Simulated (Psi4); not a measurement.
**HF/def2-TZVP (density fitting) run of NO+ (nitrosonium)**

Aim: a short trajectory of NO+ (nitrosonium). The job is set up through an ASE script.

Program for the calculation: Psi4 1.11.

## 1. The structure to begin with

NO+: 2 atoms, total charge +1, spin state singlet. SMILES: `N#[O+]`. The bond length is the measured one. The run starts from this shape.

Bond lengths: N1–O2 1.063 Å.

## 2. Molecular dynamics at HF/def2-TZVP (density fitting)

Contents of no.sdf:

```

     RDKit          3D

  2  1  0  0  0  0  0  0  0  0999 V2000
    0.0000    0.0000    0.0000 N   0  0  0  0  0  0  0  0  0  0  0  0
    0.0000    0.0000    1.0632 O   0  0  0  0  0  0  0  0  0  0  0  0
  2  1  3  0
M  CHG  1   2   1
M  END
$$$$
```

Contents of run.py:

```python
import numpy as np
from ase.calculators.psi4 import Psi4
from ase.io import read
from ase import units
from ase.md.velocitydistribution import MaxwellBoltzmannDistribution, Stationary
from ase.md.verlet import VelocityVerlet

mol = read('no.sdf')
calc = Psi4(atoms=mol, method='scf', basis='def2-TZVP', memory='1600MB', num_threads=1, charge=1, multiplicity=1, label='calc')
mol.calc = calc

MaxwellBoltzmannDistribution(mol, temperature_K=100.0, rng=np.random.default_rng(402))
Stationary(mol)
dyn = VelocityVerlet(mol, 0.5 * units.fs)
def show():
    ep, ek = mol.get_potential_energy(), mol.get_kinetic_energy()
    print(f'step {dyn.nsteps:3d}  Epot {ep:14.6f}  Ekin {ek:9.6f}  Etot {ep + ek:14.6f} eV  T {mol.get_temperature():7.1f} K')
dyn.attach(show)
dyn.run(15)
```

Launch:

```
$ python run.py
```

calc.dat:

```text
[...]
  Running in c1 symmetry.
[...]
  Nuclear repulsion =   29.957211496200770
[...]
  Multiplicity = 1
[...]
  Nalpha       = 7
  Nbeta        = 7
[...]
    Number of basis functions: 62
[...]
   @DF-RHF iter   1:  -128.91911777492840    1.36168e-01   5.17913e-03 DIIS/ADIIS
[...]
   @DF-RHF iter   9:  -128.97028553145992   -1.05729e-11   4.07844e-09 DIIS
[...]
    Orbital Energies [Eh]
    ---------------------
    Doubly Occupied:
       1A    -21.201027     2A    -16.204909     3A     -2.235257
       4A     -1.341827     5A     -1.202018     6A     -1.202018
       7A     -1.144678
[...]
  @DF-RHF Final Energy:  -128.97028553145992
   => Energetics <=
    Nuclear Repulsion Energy =             29.9572114962007703
    One-Electron Energy =                -228.7915268209372925
    Two-Electron Energy =                  69.8640297932765719
    Total Energy =                       -128.9702855314599219
[...]
 Multipole Moments:
 ------------------------------------------------------------------------------------
     Multipole            Electronic (a.u.)      Nuclear  (a.u.)        Total (a.u.)
 ------------------------------------------------------------------------------------
 L = 1.  Multiply by 2.5417464519 to convert [e a0] to [Debye]
 Dipole X            :         -0.0014797            0.0000324           -0.0014472
 Dipole Y            :          0.0047668           -0.0001045            0.0046623
 Dipole Z            :         -0.1710131            0.0037491           -0.1672640
 Magnitude           :                                                    0.1673352
[...]
  -Total Gradient:
     Atom            X                  Y                   Z
    ------   -----------------  -----------------  -----------------
       1        0.001569984679    -0.005057702180     0.181451222625
       2       -0.001569984679     0.005057702180    -0.181451222624
[...]
```

On the terminal:

```text
step   0  Epot   -3509.482586  Ekin  0.049129  Etot   -3509.433457 eV  T   190.0 K
step   1  Epot   -3509.451308  Ekin  0.018276  Etot   -3509.433032 eV  T    70.7 K
step   2  Epot   -3509.438720  Ekin  0.005853  Etot   -3509.432867 eV  T    22.6 K
step   3  Epot   -3509.447448  Ekin  0.014467  Etot   -3509.432981 eV  T    56.0 K
step   4  Epot   -3509.475675  Ekin  0.042314  Etot   -3509.433361 eV  T   163.7 K
step   5  Epot   -3509.517375  Ekin  0.083414  Etot   -3509.433960 eV  T   322.7 K
step   6  Epot   -3509.563136  Ekin  0.128450  Etot   -3509.434685 eV  T   496.9 K
step   7  Epot   -3509.601726  Ekin  0.166335  Etot   -3509.435392 eV  T   643.4 K
step   8  Epot   -3509.622454  Ekin  0.186565  Etot   -3509.435890 eV  T   721.7 K
step   9  Epot   -3509.618158  Ekin  0.182174  Etot   -3509.435984 eV  T   704.7 K
step  10  Epot   -3509.588161  Ekin  0.152608  Etot   -3509.435553 eV  T   590.3 K
step  11  Epot   -3509.539956  Ekin  0.105309  Etot   -3509.434648 eV  T   407.4 K
step  12  Epot   -3509.488184  Ekin  0.054638  Etot   -3509.433545 eV  T   211.4 K
step  13  Epot   -3509.450227  Ekin  0.017551  Etot   -3509.432677 eV  T    67.9 K
step  14  Epot   -3509.439613  Ekin  0.007187  Etot   -3509.432426 eV  T    27.8 K
step  15  Epot   -3509.460225  Ekin  0.027316  Etot   -3509.432910 eV  T   105.7 K
```

It took 8.4 s on 1 thread of AMD EPYC 7B13 (Zen 3), shared host; peak memory 0.23 GiB.

Step by step:

```
step  potential energy change (eV)  largest force (eV/Å)
   0                        0.0000                7.2480
   1                        0.0313                7.9312
   2                        0.0439                8.1846
   3                        0.0351                8.0101
   4                        0.0069                7.4063
   5                       -0.0348                6.3709
   6                       -0.0805                4.9078
   7                       -0.1191                3.0387
   8                       -0.1399                0.8201
   9                       -0.1356                1.6393
  10                       -0.1056                4.1661
  11                       -0.0574                6.5229
  12                       -0.0056                8.4348
  13                        0.0324                9.6403
  14                        0.0430                9.9570
  15                        0.0224                9.3346
```

## 3. What came out

Level: HF/def2-TZVP (density fitting).

```
                          quantity          value
potential energy of the last frame  -128.97029 Eh
```
